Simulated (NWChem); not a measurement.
Atomisation of phosphine (H₃P)

```
P
H 1 1.4287
H 1 1.4287 2 92.92
H 1 1.4287 2 92.92 3 -93.08
```
Charge 0, spin multiplicity 1.

The numbers come from NWChem runs, not from measurements. Structure: optimised with PBE0/def2-SVP, a minimum by its harmonic frequencies.

Basis set: def2-TZVP. The atomisation energy is electronic alone: no zero-point, thermal, spin-orbit or counterpoise terms. No value is extrapolated to the basis-set limit. Free atoms are single determinants with multiplicities P 4, H 2.

B3LYP has NWChem's definition, with VWN1-RPA local correlation. No SCF solution was tested for a lower state. Open-shell Hartree-Fock references start from PBE0 orbitals.

Question: For the atomisation energy, HF gives 171.5 kcal/mol and LDA (SVWN5) gives 269.5 kcal/mol. What do B3LYP, PBE0, BLYP give?

Answer: B3LYP: 244.3 kcal/mol; PBE0: 237.1 kcal/mol; BLYP: 242.3 kcal/mol.
